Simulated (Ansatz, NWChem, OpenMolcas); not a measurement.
How basis sets differ on BH2Cl (SMILES BCl)

BH2Cl: 4 atoms, total charge 0, spin state singlet. As SMILES, `BCl`. The shape is that of a PBE0-D4/def2-TZVP optimisation.

Quantity: the vertical ionisation energy (to the doublet cation), in eV. The values are calculated.

```json
{"level": "HF/STO-3G", "kind": "Hartree–Fock", "program": "Ansatz", "value (eV)": "10.05"}
{"level": "HF/STO-3G, open shells restricted", "kind": "Hartree–Fock", "program": "OpenMolcas", "value (eV)": "10.08"}
{"level": "HF/3-21G", "kind": "Hartree–Fock", "program": "OpenMolcas", "value (eV)": "11.03"}
{"level": "HF/6-31G", "kind": "Hartree–Fock", "program": "Ansatz", "value (eV)": "10.89"}
{"level": "HF/def2-TZVP", "kind": "Hartree–Fock", "program": "NWChem", "value (eV)": "10.70"}
{"level": "HF/def2-TZVP, open shells restricted", "kind": "Hartree–Fock", "program": "OpenMolcas", "value (eV)": "10.88"}
```

The values span 10.05 to 11.03 eV.
